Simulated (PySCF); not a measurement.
Static polarisabilities and like-pair C6 coefficients by linear response at PBE0/aug-cc-pVTZ (PySCF, frozen core in the response, non-relativistic, gas phase), PBE0-D3(BJ)/def2-TZVP geometries, one conformer each; atomic units unless stated.

| label | species | α | C6 |
| --- | --- | --- | --- |
| P | `N#CO` (CHNO) | 22.1 | 228.9 |
| Q | `N=C=O` (CHNO) | 22.6 | 233.3 |
| R | `C=C` (C2H4) | 27.7 | 296 |
| S | `c1ccsc1` (C4H4S) | 63.3 | 1491 |

**Question.** Estimate the unlike-pair coefficients by the rule C6(AB) = 2·C6(AA)·C6(BB) / [C6(AA)·αB/αA + C6(BB)·αA/αB], and compare with the geometric mean.

**Answer.** 
```csv
pair,combination rule,geometric mean,ratio
PQ,231.1,231.1,1.000
PR,259.1,260.3,0.995
PS,580.4,584.2,0.994
QR,261.9,262.8,0.997
QS,586.7,589.8,0.995
RS,664.2,664.3,1.000
```

The rule is exact for one-pole polarisabilities and never exceeds the geometric mean; the two meet where both partners have the same effective excitation energy. These unlike-pair values are estimates, not computed integrals.
